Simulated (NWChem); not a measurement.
**One shape, several levels: CHClFN (SMILES [H]/N=C(/F)Cl)**

Wanted: a comparison of 5 runs (MP2/6-31G*, MP2/6-31+G*, MP2/6-31++G**, MP2/6-311+G**, MP2/6-311++G(2d,2p)) of CHClFN. 

The results are computed with NWChem 7.3.0.

### 1 The system as given

CHClFN: 5 atoms, total charge 0, spin state singlet. SMILES: `[H]/N=C(/F)Cl`. The shape is that of a PBE0-D4/def2-TZVP optimisation.

Bond lengths: N1–C2 1.237 Å, C2–F3 1.314 Å, C2–Cl4 1.729 Å, N1–H5 1.013 Å. Angles: N1–C2–F3 121.4°, N1–C2–Cl4 128.7°, F3–C2–Cl4 110.0°, C2–N1–H5 112.7°.

### 2 Energy and forces at MP2/6-31G(d) (spherical functions) (run 1)

input.nw reads:

```
start input
title "CHClFN gradient"
memory total 2200 mb

geometry units angstroms noautosym nocenter noautoz
N     0.321100    0.940500    0.274400
C     0.137900   -0.274600    0.128500
F     0.810300   -1.157400    0.832100
Cl   -0.953500   -1.081700   -0.943200
H    -0.266000    1.499600   -0.333300
end

basis spherical bse
* library 6-31G*
end

scf
thresh 1e-08
maxiter 80
noprint "final vectors analysis"
end

mp2
freeze core 8
tight
end

task mp2 gradient
```

Started as:

```console
nwchem input.nw > input.out
```

Output:

```text
[...]
  functions       =    62
[...]
  wavefunction    = RHF
[...]
         Total SCF energy =   -651.787359946947
      One-electron energy =  -1201.480532067864
      Two-electron energy =    397.812010165996
 Nuclear repulsion energy =    151.881161954921
        Time for solution =      9.3s
[...]
          Total MP2 energy          -652.367952510744
[...]
                         mp2 ENERGY GRADIENTS
    atom               coordinates                        gradient
                 x          y          z           x          y          z
   1 N       0.606791   1.777287   0.518541   -0.005912  -0.026455  -0.005115
   2 C       0.260593  -0.518919   0.242830    0.009494   0.013292   0.009134
   3 F       1.531245  -2.187169   1.572441   -0.010117   0.013093  -0.010584
   4 Cl     -1.801854  -2.044117  -1.782390    0.004561   0.003433   0.004474
   5 H      -0.502667   2.833833  -0.629846    0.001974  -0.003362   0.002090
[...]
```

Run time: 29 s. Hardware: 1 thread of AMD EPYC 7R43 (Zen 3), shared host; peak memory 0.15 GiB.

### 3 Energy and gradient at MP2/6-31+G(d) (spherical functions) (run 2)

calc.nw reads:

```
start calc
title "CHClFN"
memory stack 880 mb heap 220 mb global 1100 mb
charge 0

geometry units atomic noautosym nocenter noautoz
N    0.60679106   1.77728742   0.51854085
C    0.26059323  -0.51891879   0.24282981
F    1.53124508  -2.18716902   1.57244111
Cl  -1.80185386  -2.04411675  -1.78238968
H   -0.50266715   2.83383330  -0.62984572
end

basis spherical bse
* library 6-31+G*
end

scf
singlet
rhf
thresh 1e-08
maxiter 80
print low
end

mp2
freeze core 8
tight
end

task mp2 gradient
```

Started as:

```console
nwchem calc.nw > calc.out
```

Output:

```text
[...]
  functions       =    78
[...]
  wavefunction    = RHF
[...]
         Total SCF energy =   -651.796202881588
      One-electron energy =  -1201.179092083599
      Two-electron energy =    397.501738273094
 Nuclear repulsion energy =    151.881150928918
        Time for solution =     15.7s
[...]
          Total MP2 energy          -652.386754286129
[...]
                         mp2 ENERGY GRADIENTS
    atom               coordinates                        gradient
                 x          y          z           x          y          z
   1 N       0.606791   1.777287   0.518541   -0.007569  -0.027929  -0.006734
   2 C       0.260593  -0.518919   0.242830    0.014862   0.012870   0.014543
   3 F       1.531245  -2.187169   1.572441   -0.012706   0.015770  -0.013270
   4 Cl     -1.801854  -2.044117  -1.782390    0.003032   0.002875   0.002954
   5 H      -0.502667   2.833833  -0.629846    0.002382  -0.003586   0.002507
[...]
```

Run time: 48 s. Hardware: 1 thread of AMD EPYC 7R43 (Zen 3), shared host; peak memory 0.2 GiB.

Runs 3 to 4 aren't shown in full; the table further down has their settings and results.

### 4 Energy and forces at MP2/6-311++G(2d,2p) (run 5)

job.nw reads:

```
start job
title "CHClFN"
memory 2200 mb
geometry noautosym nocenter noautoz
  N      0.321100     0.940500     0.274400
  C      0.137900    -0.274600     0.128500
  F      0.810300    -1.157400     0.832100
  Cl    -0.953500    -1.081700    -0.943200
  H     -0.266000     1.499600    -0.333300
end
basis spherical bse
  * library "6-311++G(2d,2p)"
end
scf
  thresh 1e-08
  maxiter 80
  print low
end
mp2
  freeze core 8
  tight
end
task mp2 gradient
```

Started as:

```console
nwchem job.nw > job.out
```

Output:

```text
[...]
  functions       =   126
[...]
  wavefunction    = RHF
[...]
         Total SCF energy =   -651.886471160969
      One-electron energy =  -1201.432407394281
      Two-electron energy =    397.664774278392
 Nuclear repulsion energy =    151.881161954921
        Time for solution =     47.1s
[...]
          Total MP2 energy          -652.595386531228
[...]
                         mp2 ENERGY GRADIENTS
    atom               coordinates                        gradient
                 x          y          z           x          y          z
   1 N       0.606791   1.777287   0.518541   -0.002821  -0.017453  -0.002291
   2 C       0.260593  -0.518919   0.242830    0.004104   0.005816   0.003952
   3 F       1.531245  -2.187169   1.572441   -0.005996   0.006269  -0.006227
   4 Cl     -1.801854  -2.044117  -1.782390    0.005403   0.003739   0.005311
   5 H      -0.502667   2.833833  -0.629846   -0.000691   0.001629  -0.000746
[...]
```

Run time: 2.5 min. Hardware: 1 thread of AMD EPYC 7R43 (Zen 3), shared host; peak memory 0.58 GiB.

### 5 Overview of the runs

| run | level | energy (Eh) | dipole moment (D) | correlation energy (mEh) | largest force (eV/Å) | wall time |
| --- | --- | --- | --- | --- | --- | --- |
| 1 | MP2/6-31G* (spherical functions) | -652.367953 | 1.72 | -580.6 | 1.419 | 29 s |
| 2 | MP2/6-31+G* (spherical functions) | -652.386754 | 2.03 | -590.6 | 1.528 | 48 s |
| 3 | MP2/6-31++G** (spherical functions) | -652.396747 | 1.98 | -596.1 | 1.590 | 50 s |
| 4 | MP2/6-311+G** | -652.531854 | 1.96 | -655.1 | 1.189 | 77 s |
| 5 | MP2/6-311++G(2d,2p) | -652.595387 | 1.83 | -708.9 | 0.917 | 2.5 min |

Convergence of the total energy of singlet CHClFN with the basis set, against the last point:

| basis set | from the last (mEh) | wall time |
| --- | --- | --- |
| 6-31G* | +227.434 | 29 s |
| 6-31+G* | +208.632 | 48 s |
| 6-31++G** | +198.639 | 50 s |
| 6-311+G** | +63.532 | 77 s |
| 6-311++G(2d,2p) | +0.000 | 2.5 min |

Convergence of the dipole moment (of the density that the program reports) of singlet CHClFN with the basis set, against the last point:

| basis set | from the last (D) | wall time |
| --- | --- | --- |
| 6-31G* | -0.1131 | 29 s |
| 6-31+G* | +0.1954 | 48 s |
| 6-31++G** | +0.1450 | 50 s |
| 6-311+G** | +0.1306 | 77 s |
| 6-311++G(2d,2p) | +0.0000 | 2.5 min |

### 6 Summary of results

| quantity | value |
| --- | --- |
| run 5: total energy | -652.59539 Eh |
| run 5: dipole moment (of the density that the program reports) | 1.83 D |
| run 5: correlation energy (8 core orbitals frozen) | -708.9 mEh |
| run 5: largest force on an atom | 0.917 eV/Å |

In words: The dipole moment (its size) runs from 1.72 D (MP2/6-31G*) to 2.03 D (MP2/6-31+G*). All runs together took 5.9 min, the longest 2.5 min.
